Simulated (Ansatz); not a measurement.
Ge–O–GeH, doublet: the ladder up to UCCSDT(Q)

Geometry: a PBE0/def2-TZVP stationary point for this spin, not checked as a minimum.

```xyz
4

Ge    0.0000   -0.3865    2.2544
O     0.0002   -0.3297    0.5140
Ge    0.0000   -0.4400   -1.2809
H    -0.0001    1.1562   -1.4874
```

Basis cc-pVDZ; Ansatz 0.2.0. Correlated methods freeze the noble-gas cores and the filled d shells of p-block atoms, which leaves 15 electrons in 44 orbitals. Prefix R: restricted or restricted open-shell reference; prefix U: unrestricted. No spin–orbit coupling is included, and no scalar relativity.

Full CI isn't at hand for all of this; UCCSDT(Q) serves as the reference, and is uncertain by about the last step of the cluster series.

```
UHF ⟨S²⟩                          : 0.763
T1 diagnostic (RCCSD)             : 0.0357
largest doubles amplitude (RCCSD) : 0.067
T1 diagnostic (UCCSD)             : 0.0350
```

Q: From what is known of these methods and the diagnostics, rank them by the size of their error in total energy against UCCSDT(Q) in cc-pVDZ, smallest first (an estimate: the text doesn't fix the numbers).
A. UCCSD(T)
B. UMP2
C. UHF
D. UCCSD
E. UCCSDT

A: E (1.52 mEh), A (2.79 mEh), D (14.60 mEh), B (42.78 mEh), C (363.54 mEh).

All errors are against UCCSDT(Q) in cc-pVDZ. Within each family the higher level lies nearer, as is usual though not guaranteed.

Atomization energy (electronic, same basis, no zero-point term; atoms at the same level, unrestricted beside the R rows where the molecule is a closed shell, but restricted open-shell past Ca, as are all atoms' steps beyond CCSDT(Q)) at UCCSDT(Q): 951.0 kJ/mol. Errors of other levels:

| level | error (kJ/mol) |
| --- | --- |
| UHF | -327.7 |
| UMP2 | 20.3 |
| UCCSD | -30.1 |
| UCCSD(T) | -5.2 |
| UCCSDT | -3.7 |

This basis is far from its limit, so the value isn't to be set against a measured one.
